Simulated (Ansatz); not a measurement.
Born–Oppenheimer molecular dynamics of C2H3F2N (8 atoms, charge 0, multiplicity 1). It starts at the highest image of a converged band. Of that band: Neighbouring images differ by up to 2.9 eV, so the band resolves the path poorly. A vibrational analysis at the climbing image gives one clearly imaginary mode, 1627i cm⁻¹: a first-order saddle point.

The calculation used Ansatz, RKS PBE/STO-3G.

```
ensemble                      : NVE (velocity Verlet)
time step                     : 0.5 fs
steps asked                   : 200
starting velocities drawn for : 300 K
seed                          : 2670
```

Frames 1 fs apart, positions in Å.

Velocities at 85.0 fs (Å/ps):

```
N 17.90 22.44 2.84
C -38.06 -7.24 6.09
C -3.96 3.19 -3.96
F 2.98 -13.00 0.12
F 6.41 0.68 -2.25
H 3.37 -12.54 12.00
H 89.00 -21.66 -36.77
H -17.29 2.90 -0.03
```

```xyz
8
Properties=species:S:1:pos:R:3 time_fs=85.0 energy_less_start_eV=-2.120 T=3030
N -1.131 0.916 -0.181
C 0.299 0.859 -0.045
C 0.610 -0.782 0.172
F 0.124 -1.536 -0.921
F 2.000 -1.076 0.236
H -1.561 1.840 -0.332
H -1.893 0.201 -0.086
H 0.133 -1.035 1.192
8
Properties=species:S:1:pos:R:3 time_fs=86.0 energy_less_start_eV=-2.168 T=3091
N -1.112 0.939 -0.178
C 0.260 0.852 -0.039
C 0.606 -0.779 0.168
F 0.127 -1.549 -0.921
F 2.006 -1.075 0.234
H -1.560 1.835 -0.321
H -1.806 0.174 -0.123
H 0.116 -1.034 1.190
8
Properties=species:S:1:pos:R:3 time_fs=87.0 energy_less_start_eV=-2.073 T=2967
N -1.091 0.960 -0.175
C 0.221 0.845 -0.033
C 0.603 -0.775 0.165
F 0.130 -1.562 -0.921
F 2.012 -1.074 0.231
H -1.565 1.847 -0.312
H -1.729 0.136 -0.161
H 0.100 -1.038 1.183
8
Properties=species:S:1:pos:R:3 time_fs=88.0 energy_less_start_eV=-1.773 T=2579
N -1.070 0.979 -0.171
C 0.185 0.838 -0.027
C 0.599 -0.771 0.161
F 0.132 -1.575 -0.920
F 2.017 -1.073 0.229
H -1.578 1.877 -0.305
H -1.665 0.092 -0.200
H 0.087 -1.045 1.172
8
Properties=species:S:1:pos:R:3 time_fs=89.0 energy_less_start_eV=-1.244 T=1902
N -1.051 0.997 -0.168
C 0.155 0.831 -0.021
C 0.596 -0.766 0.157
F 0.134 -1.588 -0.919
F 2.022 -1.071 0.228
H -1.594 1.913 -0.298
H -1.615 0.052 -0.242
H 0.078 -1.056 1.156
8
Properties=species:S:1:pos:R:3 time_fs=90.0 energy_less_start_eV=-0.679 T=1179
N -1.038 1.013 -0.166
C 0.133 0.825 -0.013
C 0.592 -0.762 0.153
F 0.136 -1.601 -0.918
F 2.025 -1.068 0.226
H -1.608 1.945 -0.290
H -1.582 0.024 -0.287
H 0.073 -1.069 1.136
8
Properties=species:S:1:pos:R:3 time_fs=91.0 energy_less_start_eV=-0.370 T=784
N -1.033 1.027 -0.165
C 0.123 0.819 -0.004
C 0.589 -0.758 0.148
F 0.138 -1.613 -0.917
F 2.027 -1.065 0.224
H -1.615 1.967 -0.281
H -1.565 0.016 -0.334
H 0.071 -1.084 1.116
8
Properties=species:S:1:pos:R:3 time_fs=92.0 energy_less_start_eV=-0.473 T=915
N -1.037 1.040 -0.165
C 0.125 0.812 0.007
C 0.587 -0.754 0.143
F 0.140 -1.626 -0.916
F 2.028 -1.061 0.222
H -1.615 1.976 -0.269
H -1.568 0.031 -0.382
H 0.073 -1.100 1.097
8
Properties=species:S:1:pos:R:3 time_fs=93.0 energy_less_start_eV=-0.892 T=1449
N -1.048 1.050 -0.168
C 0.139 0.806 0.020
C 0.585 -0.750 0.137
F 0.141 -1.637 -0.914
F 2.028 -1.056 0.220
H -1.606 1.973 -0.256
H -1.589 0.071 -0.431
H 0.076 -1.117 1.082
8
Properties=species:S:1:pos:R:3 time_fs=94.0 energy_less_start_eV=-1.379 T=2073
N -1.065 1.058 -0.172
C 0.161 0.800 0.035
C 0.583 -0.747 0.131
F 0.143 -1.649 -0.913
F 2.027 -1.051 0.218
H -1.591 1.965 -0.242
H -1.625 0.133 -0.479
H 0.081 -1.133 1.072
8
Properties=species:S:1:pos:R:3 time_fs=95.0 energy_less_start_eV=-1.728 T=2523
N -1.085 1.063 -0.177
C 0.189 0.795 0.051
C 0.582 -0.746 0.124
F 0.144 -1.660 -0.911
F 2.025 -1.045 0.217
H -1.575 1.962 -0.228
H -1.672 0.215 -0.526
H 0.086 -1.148 1.069
8
Properties=species:S:1:pos:R:3 time_fs=96.0 energy_less_start_eV=-1.878 T=2718
N -1.105 1.065 -0.183
C 0.219 0.792 0.069
C 0.582 -0.745 0.116
F 0.145 -1.670 -0.909
F 2.022 -1.038 0.215
H -1.561 1.972 -0.213
H -1.728 0.306 -0.571
H 0.093 -1.160 1.070
```

Of the whole run (100 fs, mean temperature of the second half 1791 K): The conserved energy stayed within 0.72 meV per atom of its start (net change -0.035 meV per atom), so the integration is sound. The system heated up, since it started high on the potential surface and ran downhill. A run of 0.1 ps of so small a system gives no equilibrium averages. The orbitals stay closed-shell, which can raise the energy where a bond breaks towards radicals; this wasn't checked here. Limits of this set-up: minimal basis.

Time of the run: 4.9 min on 1 thread of Intel(R) Xeon(R) Processor @ 2.70GHz, on a shared host, peak memory 0.093 GiB.
